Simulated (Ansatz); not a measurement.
A run of Ansatz (development build ahead of 0.2.0) on doublet H₃O₂ at this shape:

```xyz
5

O    -0.0532   -0.1210   -0.0783
H     0.6571    0.5152    0.0004
O     3.0030    0.1316    0.0698
H     3.6314   -0.1710   -0.5669
H     2.8709   -0.5115    0.7013
```

Its results:

```
Converged                       : yes
Total energy                    : -151.29258 hartree
Spin squared of the determinant : 0.755
Stability test                  : minimum
```

Forces (eV/Å):
```tsv
atom	Fx	Fy	Fz
O1	-0.045	0.024	0.045
H2	0.155	-0.054	-0.073
O3	0.027	2.118	-1.584
H4	-0.032	-0.237	0.170
H5	-0.106	-1.851	1.442
```

Q: Which input gives this output? Name the method, the orbitals and the basis set, and write the input.

A: UHF in def2-SVP.

```yaml
crystal:
  periodic: [false, false, false]
  atoms:
    - { symbol: O, position_ang: [-0.05317, -0.12101, -0.07828] }
    - { symbol: H, position_ang: [0.65711, 0.5152, 0.00045] }
    - { symbol: O, position_ang: [3.00298, 0.13155, 0.06979] }
    - { symbol: H, position_ang: [3.63138, -0.17097, -0.56689] }
    - { symbol: H, position_ang: [2.8709, -0.51155, 0.70132] }
basis:
  gaussian: { orbitals: def2-SVP }
magnetization:
  spin_polarized: true
  initial_magnetization: 1
hamiltonian:
  xc: hf
output:
  forces: true
```
